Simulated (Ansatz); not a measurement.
# CH₃BF− (SMILES B[CH-]F): one structure at several levels

An exercise on one series of results from a longer session: the logs are not shown, and one member is left open.

Method: single points in def2-TZVPPD; program: Ansatz 0.2.0, Gaussian basis.

Correlated methods freeze the cores.

## Where the work starts

SMILES `B[CH-]F`, 6 atoms, charge -1, spin multiplicity 1.

Atoms are counted from 1 here; the program's logs count them from 0.

Bond lengths: B1–C2 1.562 Å, B1–H4 1.073 Å, B1–H5 1.102 Å, C2–F3 1.385 Å, C2–H6 1.199 Å. Angles: C2–B1–H4 116.1°, C2–B1–H5 120.0°, H4–B1–H5 120.8°, B1–C2–F3 129.6°, B1–C2–H6 113.4°, F3–C2–H6 106.7°.

Geometry (Å):

```
B    -0.4008    0.0235   -0.7917
C     0.2394    0.0358    0.6333
F     0.9777    1.0246    1.2618
H    -0.8712   -0.8933   -1.0906
H    -0.6463    0.9728   -1.2937
H     0.7341   -1.0113    0.9425
```

The first run:

Input file run/in.yaml:

```yaml
crystal:
  periodic: [false, false, false]
  atoms:
    - {symbol: B, position_ang: [-0.400800, 0.023500, -0.791700]}
    - {symbol: C, position_ang: [0.239400, 0.035800, 0.633300]}
    - {symbol: F, position_ang: [0.977700, 1.024600, 1.261800]}
    - {symbol: H, position_ang: [-0.871200, -0.893300, -1.090600]}
    - {symbol: H, position_ang: [-0.646300, 0.972800, -1.293700]}
    - {symbol: H, position_ang: [0.734100, -1.011300, 0.942500]}
basis:
  gaussian: {orbitals: "def2-TZVPPD.json"}
total_charge: -1
correlation: {method: ccsd_t}
output: {forces: true}
```

The basis file named in the input lies beside it (Basis Set Exchange, JSON).

No record of the launch command was kept for these runs.

Steps of the session up to this table: CCSD(T)/def2-TZVPPD; PBE0-D4/def2-TZVPPD; wB97M-V/def2-TZVPPD; r2SCAN-D4/def2-TZVPPD; PBE-D4/def2-TZVPPD; r2SCAN0-D4/def2-TZVPPD; LC-wPBE/def2-TZVPPD.

One of the session's tables, all rows but one given; the rest of the session is left out.

```
    method  RMS force component (eV/Å)  angle to CCSD(T) forces (°)
   CCSD(T)                       2.283                    reference
   PBE0-D4                       2.356                          3.9
   wB97M-V                       2.375                          4.1
 r2SCAN-D4                       2.320                          2.5
    PBE-D4                       2.306                          3.2
r2SCAN0-D4                       2.360                          4.8
   LC-wPBE                           ?                            ?
```

**Question.** Estimate the row for LC-wPBE.

As computed: RMS force component (eV/Å): 2.485; angle to CCSD(T) forces (°): 5.0. In the column «RMS force component (eV/Å)» it is the highest.

Limits of these values: The anion's highest level is positive in at least one run, so there the basis alone may hold the extra electron.
